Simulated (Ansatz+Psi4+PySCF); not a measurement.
Values are calculated unless marked as measured or tabulated.
A run of PySCF 2.14.0 on doublet CS2(+) at this shape:

| atom | x (Å) | y (Å) | z (Å) |
| --- | --- | --- | --- |
| S | 0.0000 | -0.0069 | 1.5539 |
| C | -0.0092 | -0.0026 | -0.0029 |
| S | -0.0019 | -0.0084 | -1.5560 |

Its results:

* Converged: yes
* Reference energy: -832.65155 hartree
* Correlation energy: -0.42350 hartree
* Total energy: -833.07505 hartree
* Spin squared of the determinant: 1.036

Messages of the program:
```
WARN: beta  nocc = 18  HOMO -0.301688855967828 >= LUMO -0.301683721610987
WARN: HOMO -0.301683721610987 >= LUMO -0.301683721610987
WARN: beta  nocc = 18  HOMO -0.301688855967828 >= LUMO -0.301683721610987
WARN: HOMO -0.301683721610987 >= LUMO -0.301683721610987
```

**Question.** Which input gives this output? Name the method, the orbitals and the basis set, and write the input.

**Answer.** UHF-MP2 in cc-pVTZ on C; cc-pV(T+d)Z on S.

```python
from pyscf import gto, scf, mp

# the (T+d) and (D+d) sets load through basis_set_exchange
mol = gto.M(atom="""
S -0.000020 -0.006910 1.553880
C -0.009220 -0.002560 -0.002900
S -0.001930 -0.008390 -1.556040
""", basis={'C': 'cc-pvtz', 'S': 'cc-pv(t+d)z'}, charge=1, spin=1)
mf = scf.UHF(mol)
mf.kernel()
pt = mp.MP2(mf, frozen=11).run()
print(mf.e_tot, pt.e_corr, pt.e_tot)
```

Caution: large amplitudes, a single reference is doubtful; the unrestricted determinant is spin contaminated; MP2 on this radical cation hangs on the determinant chosen.
